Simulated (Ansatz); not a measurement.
A barrier at the coupled-cluster level

Start structure (CH8Si, singlet), relaxed at PBE0-D4/def2-TZVP:

```
10
angstrom
Si -0.4200 -1.4600 -1.4200
H 0.1150 -0.1190 -1.7653
H 0.5420 -2.5034 -1.8569
H -0.6184 -1.5531 0.0481
H -1.7189 -1.6665 -2.1094
H 0.6975 1.7553 0.4090
C 0.4203 1.4609 1.4208
H 0.9653 0.5592 1.6986
H -0.6505 1.2628 1.4606
H 0.6678 2.2639 2.1145
```

The step: SiH₄ + CH₄ → CH₆Si ([CH3][SiH3]) + H₂; bonds formed: Si1–C7, H2–H6; bonds broken: Si1–H2, H6–C7. Computed with Ansatz 0.2.0 (basis: def2-TZVPP and def2-QZVPP); correlated methods freeze the cores. Extrapolation: Hartree–Fock as exp(−7.88 √X), correlation as X^−2.97. Energies below are by CCSD(T) at an estimated basis limit (MP2 extrapolated from triple and quadruple zeta, plus CCSD(T) − MP2 in triple zeta).

Problem. What are the electronic barrier and the energy of the step, from the start structure to the end structure? (To be estimated.)

Solution. By the calculation: Barrier 3.503 eV; step energy 0.291 eV (uphill); reverse barrier, their difference, 3.212 eV. Barrier and step energy count from the start structure, the reverse barrier from the end structure.

The saddle point: One imaginary mode of 1593i cm⁻¹.
| pair | start (Å) | saddle (Å) | end (Å) |
| --- | --- | --- | --- |
| Si1–C7 | 4.16 | 2.17 | 1.87 |
| H2–H6 | 2.93 | 1.14 | 0.75 |
| Si1–H2 | 1.48 | 1.71 | 3.40 |
| H6–C7 | 1.09 | 1.36 | 3.84 |

Zero-point energy (harmonic, PBE0-D4): ZPE is 2.078 eV at the start and 2.036 eV at the saddle, so the barrier goes from 3.503 to 3.460 eV.

T1 diagnostic: at most 0.011. The start structure is not quite a true minimum (one mode of 36i cm⁻¹). The end structure is not quite a true minimum (one mode of 55i cm⁻¹).

Labels in which every atom is bracketed show which atoms are joined, not bond orders.

For scale, one of the runs: CCSD(T)/def2-TZVPP, 185 basis functions, launched by `ansatz run in.yaml --threads 2 --pin off --events-out ev --progress --plain --max-ram 4352MiB`. The run took 23 s on 2 CPU threads of an Arm Neoverse V2 (shared host), with 1.8 GiB of host memory at its peak.
